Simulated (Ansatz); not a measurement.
Born–Oppenheimer molecular dynamics of CH₄AlCl (7 atoms, charge 0, multiplicity 1). It starts from a relaxed structure.

These are results of RKS PBE/STO-3G (Ansatz 0.2.0), not measurements.

```json
{
 "ensemble": "NVT, Nosé–Hoover chain",
 "time step": "0.25 fs",
 "steps asked": "500",
 "set temperature": "300 K",
 "thermostat": "time constant 100 fs, chain length 3 (defaults)",
 "seed": "638834"
}
```

First frame:

```xyz
7
Properties=species:S:1:pos:R:3
Al -0.040 -0.003 0.016
C 0.013 -0.006 1.926
H -0.955 -0.304 2.363
H 0.783 -0.691 2.321
H 0.251 0.998 2.320
Cl 1.797 0.000 -0.992
H -1.269 0.008 -0.858
```

(1) What does the run give?

(2) What happens to the structure?

(3) How do temperature and energy run in time?

Results:

(1) All steps were run.

```json
{
  "steps done": "500",
  "time covered": "125 fs",
  "mean temperature over the second half": "197 K",
  "spread of the potential energy over the second half": "2.9 meV per atom",
  "mean potential energy of the second half above the start": "17.0 meV per atom"
}
```

The conserved energy stayed within 0.038 meV per atom of its start (net change 0.029 meV per atom), so the integration is sound. The mean temperature of the second half is 34 % below the set value. A run of 0.12 ps of so small a system gives no equilibrium averages. Limits of this set-up: minimal basis.

(2) The same pairs are bonded in the first frame and the last. Pairs count as bonded within 1.25 times the sum of covalent radii (0.12 Å more for H–H). Another seed would give other details.

(3) 
| time (fs) | T (K) | potential energy less start (eV) | conserved less start (meV/atom) |
| --- | --- | --- | --- |
| 0.0 | 300 | 0.000 | 0.00 |
| 4.0 | 186 | 0.074 | 0.02 |
| 8.0 | 96 | 0.132 | 0.02 |
| 12.0 | 85 | 0.139 | 0.02 |
| 16.0 | 103 | 0.128 | 0.02 |
| 20.0 | 210 | 0.060 | 0.01 |
| 24.0 | 186 | 0.076 | 0.02 |
| 28.0 | 127 | 0.116 | 0.02 |
| 32.0 | 156 | 0.098 | 0.02 |
| 36.0 | 175 | 0.087 | 0.01 |
| 40.0 | 177 | 0.088 | 0.01 |
| 44.0 | 141 | 0.113 | 0.02 |
| 48.0 | 128 | 0.122 | 0.02 |
| 52.0 | 119 | 0.130 | 0.02 |
| 56.0 | 181 | 0.092 | 0.01 |
| 60.0 | 187 | 0.091 | 0.02 |
| 64.0 | 141 | 0.124 | 0.03 |
| 68.0 | 204 | 0.087 | 0.01 |
| 72.0 | 191 | 0.099 | 0.01 |
| 76.0 | 159 | 0.123 | 0.02 |
| 80.0 | 194 | 0.104 | 0.02 |
| 84.0 | 164 | 0.128 | 0.03 |
| 88.0 | 212 | 0.101 | 0.01 |
| 92.0 | 221 | 0.100 | 0.02 |
| 96.0 | 155 | 0.147 | 0.03 |
| 100.0 | 155 | 0.151 | 0.03 |
| 104.0 | 194 | 0.131 | 0.02 |
| 108.0 | 207 | 0.127 | 0.02 |
| 112.0 | 245 | 0.109 | 0.03 |
| 116.0 | 267 | 0.102 | 0.03 |
| 120.0 | 210 | 0.145 | 0.03 |
| 124.0 | 234 | 0.135 | 0.02 |

Time of the run: 7.2 min on 1 thread of Arm Neoverse V1 (shared host), peak memory 0.079 GiB.
